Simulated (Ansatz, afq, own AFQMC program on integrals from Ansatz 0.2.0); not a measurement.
Si₂H₅, doublet in cc-pVDZ, levels against CCSDT(Q)

```tsv
atom	x (Å)	y (Å)	z (Å)
Si	-1.5707	0.0244	0.0000
H	-2.0655	1.4241	0.0000
H	-2.0655	-0.6755	1.2122
H	-2.0655	-0.6755	-1.2122
H	0.1693	0.0244	0.0000
Si	1.7113	0.0244	0.0000
H	2.1078	-1.4552	0.0000
```

Basis cc-pVDZ. Noble-gas cores (and the filled d shells of Ga–Kr and In–Xe) are frozen. Integrals, coupled cluster, full CI and functionals: Ansatz 0.2.0; the random walks run on the same integrals in our own AFQMC program. ph-AFQMC/CISD is guided by a CISD state made of CCSD amplitudes; releasing the constraint for a short imaginary time cuts its bias at the price of noise, slowly where states lie close. ± is one standard error of the sampling.

Determinant: UHF, the one that the program's search chose, which needn't be the lowest solution. The geometry is a point of a scan.

No full CI on the walks' own integrals is used here; CCSDT(Q) serves as the reference and is uncertain by about the last step of the cluster series.

The T1 diagnostic is 0.0212 and the weight of the determinant in the CISD state is 0.845. The ⟨S²⟩ of the determinant is 0.770 and the size of the correlated space is 13 electrons in 51 orbitals.

Problem. Estimate: order these by the size of their error in total energy against CCSDT(Q), smallest first.
A. phaseless AFQMC with a CISD trial
B. CCSD
C. MP2
D. CCSD(T)

Solution. A (1.2 ± 0.3 kJ/mol), D (4.9 kJ/mol), B (22.3 kJ/mol), C (159.7 kJ/mol).

Reference: CCSDT(Q), correlation energy -6.993 eV.

A walk keeps the symmetry of its determinant, which the program's search chose and which needn't be the lowest solution, so a lower state of the same spin and another symmetry isn't excluded.
